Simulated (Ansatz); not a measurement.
Relaxation of C$_{3}$H$_{4}$ClFO (10 atoms, charge 0, multiplicity 1), to a largest force component of 0.02 eV/Å in at most 50 steps.

Method: RKS PBE-D4/6-31G* in Ansatz 0.2.0.

```xyz
10
Properties=species:S:1:pos:R:3
O -0.644 -1.848 0.554
C 0.135 -0.682 0.799
C 0.170 0.193 -0.428
F 0.748 -0.354 -1.560
C -0.175 1.465 -0.442
Cl -0.099 2.488 -1.815
H -0.405 -2.156 -0.323
H -0.225 -0.133 1.663
H 1.144 -1.024 1.095
H -0.567 2.000 0.459
```

Q: Where does it end, and by what steps?

A: The forces met the threshold. After 7 steps the energy has fallen by 0.186 eV; H7 moved furthest, 0.14 Å.

```json
{"step": "0", "energy less start (eV)": "0.0000", "largest force component (eV/Å)": "1.807", "accepted": "yes"}
{"step": "1", "energy less start (eV)": "-0.1448", "largest force component (eV/Å)": "0.767", "accepted": "yes"}
{"step": "2", "energy less start (eV)": "-0.1737", "largest force component (eV/Å)": "0.570", "accepted": "yes"}
{"step": "3", "energy less start (eV)": "-0.1818", "largest force component (eV/Å)": "0.366", "accepted": "yes"}
{"step": "4", "energy less start (eV)": "-0.1854", "largest force component (eV/Å)": "0.083", "accepted": "yes"}
{"step": "5", "energy less start (eV)": "-0.1860", "largest force component (eV/Å)": "0.037", "accepted": "yes"}
{"step": "6", "energy less start (eV)": "-0.1863", "largest force component (eV/Å)": "0.028", "accepted": "yes"}
{"step": "7", "energy less start (eV)": "-0.1863", "largest force component (eV/Å)": "0.012", "accepted": "yes"}
```

```xyz
10
Properties=species:S:1:pos:R:3
O -0.689 -1.827 0.533
C 0.142 -0.695 0.776
C 0.191 0.230 -0.403
F 0.660 -0.386 -1.519
C -0.172 1.521 -0.425
Cl -0.057 2.521 -1.838
H -0.326 -2.260 -0.267
H -0.278 -0.168 1.648
H 1.180 -1.001 1.035
H -0.568 2.014 0.463
```

The run took 20 s on 2 threads of Intel(R) Xeon(R) Platinum 8259CL CPU @ 2.50GHz (Skylake/Cascade Lake) (shared host), peak memory 0.24 GiB.
